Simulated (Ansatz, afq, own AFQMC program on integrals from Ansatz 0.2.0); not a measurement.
# Breaking Si5–H13 in Si$_{2}$GeH$_{8}$O$_{2}$, singlet

```xyz
13

Si   -2.0273    0.6813    1.1662
O    -0.3826    0.9189    1.1413
Ge    1.0788   -0.0725    1.0809
O     1.0776   -0.9684   -0.4421
Si    1.1279   -0.6280   -2.0680
H    -2.6625    1.8791    1.7864
H    -2.5588    0.5046   -0.2189
H    -2.3743   -0.5333    1.9704
H     2.2563    0.9082    1.1092
H     1.0405   -1.1276    2.1919
H     1.6715   -1.8210   -2.7781
H     2.0129    0.5501   -2.3348
H    -0.2394   -0.3264   -2.5895
```

Products: Si₂GeH₇O₂ (doublet; SiH3–O–GeH2–O–SiH2) and H (doublet), each relaxed with PBE0/def2-SVP like the molecule; electronic energies without zero-point terms. Determinants: RHF, UHF and UHF in that order.

Basis def2-SVP. Noble-gas cores (and the filled d shells of Ga–Kr and In–Xe) are frozen. AFQMC by an in-house program on the Cholesky factors that Ansatz 0.2.0 writes for its CCSD(T) run. The CISD trial takes its coefficients from CCSD amplitudes. Released means that phaseless walkers are propagated on without the constraint, phases kept. Error bars are statistical, one sigma. No spin–orbit coupling. The errors of all members are added in quadrature.

No full CI on the walks' own integrals is used here. The released AFQMC energy serves as the reference, which it does only where one determinant dominates, the energy is flat over the last release times and near the phaseless one (40 meV or 2 meV an electron, half that with transition metals). On small molecules, where full CI could be run and the noise was under 10 meV, such values lay within 10 meV of it in 19 cases of 20, a flattering rate, since the rule was set on those same cases; what remains of the bias isn't in the error bar. Each member takes its own surest rung, up to full CI.

The best estimate is CCSD(T) at the basis-set limit (CBS: def2-TZVPP and def2-QZVPP, with their diffuse functions for anions and beside diffuse sets, MP2 extrapolated, CCSD(T) minus MP2 from TZVPP) plus the step from CCSD(T) to AFQMC with the constraint released in def2-SVP. Rows without CBS are in def2-SVP, the functionals in def2-TZVP; B2PLYP and the wave-function rows carry a basis error of their own. Core correlation and relativity beyond core potentials are missing, and ± holds the sampling alone.

Cautions: inner d shell frozen; no relativity below Rb; no spin-orbit coupling; Si₂GeH₈O₂ (singlet): the released value is read at 0.90 1/Eh with a noise of 15 meV, more than in the cases checked (meV from the phaseless value at times in 1/Eh: 2 ± 11 at 0.21, -20 ± 10 at 0.42, -10 ± 13 at 0.63, 3 ± 15 at 0.90); Si₂GeH₇O₂ (doublet): the released value is read at 0.90 1/Eh with a noise of 24 meV, more than in the cases checked (meV from the phaseless value at times in 1/Eh: 28 ± 21 at 0.21, 27 ± 22 at 0.42, 23 ± 23 at 0.63, -5 ± 24 at 0.90).

Best estimate: 409.4 ± 2.8 kJ/mol.

```json
{"level": "HF", "bond energy (kJ/mol)": "327.5", "error against the best estimate (kJ/mol)": "-81.9 ± 2.8"}
{"level": "MP2", "bond energy (kJ/mol)": "382.0", "error against the best estimate (kJ/mol)": "-27.5 ± 2.8"}
{"level": "CCSD", "bond energy (kJ/mol)": "393.4", "error against the best estimate (kJ/mol)": "-16.0 ± 2.8"}
{"level": "CCSD(T)", "bond energy (kJ/mol)": "393.2", "error against the best estimate (kJ/mol)": "-16.2 ± 2.8"}
{"level": "ph-AFQMC/CISD", "bond energy (kJ/mol)": "391.1 ± 1.6", "error against the best estimate (kJ/mol)": "-18.3 ± 3.2"}
{"level": "released AFQMC", "bond energy (kJ/mol)": "390.4 ± 2.8", "error against the best estimate (kJ/mol)": "-19.0"}
{"level": "HF/CBS", "bond energy (kJ/mol)": "326.8", "error against the best estimate (kJ/mol)": "-82.7 ± 2.8"}
{"level": "MP2/CBS", "bond energy (kJ/mol)": "402.3", "error against the best estimate (kJ/mol)": "-7.2 ± 2.8"}
{"level": "CCSD(T)/CBS", "bond energy (kJ/mol)": "412.2", "error against the best estimate (kJ/mol)": "2.8 ± 2.8"}
{"level": "PBE", "bond energy (kJ/mol)": "379.8", "error against the best estimate (kJ/mol)": "-29.6 ± 2.8"}
{"level": "r2SCAN", "bond energy (kJ/mol)": "387.2", "error against the best estimate (kJ/mol)": "-22.2 ± 2.8"}
{"level": "PBE0", "bond energy (kJ/mol)": "386.3", "error against the best estimate (kJ/mol)": "-23.2 ± 2.8"}
{"level": "B3LYP", "bond energy (kJ/mol)": "399.1", "error against the best estimate (kJ/mol)": "-10.3 ± 2.8"}
{"level": "wB97M-V", "bond energy (kJ/mol)": "409.8", "error against the best estimate (kJ/mol)": "0.3 ± 2.8"}
{"level": "B2PLYP", "bond energy (kJ/mol)": "398.1", "error against the best estimate (kJ/mol)": "-11.3 ± 2.8"}
```

Correlation beyond CCSD(T) changes it by less than twice the noise. Going to the basis-set limit adds 19.0 kJ/mol at CCSD(T). The perturbative (T) step is worth −0.2 kJ/mol.

Best estimates are given only where the step beyond CCSD(T) is under 0.3 eV and no member's determinant is very poor (T1 over 0.05, or 0.07 for open shells, ⟨S²⟩ too high by 0.3, two states mixed), so the hardest cases are missing from such tables.

The functionals ran in a triple-zeta set and keep a basis error of their own, a few kJ/mol for each bond in atomization energies and more for double hybrids, so close places among them and the extrapolated levels can swap.

Each member of a difference takes its own highest rung, so a best estimate needn't equal the limit plus the step of one row. Released energies are given only where the last usable release times agree within the noise; a slower fall can still hide under it.
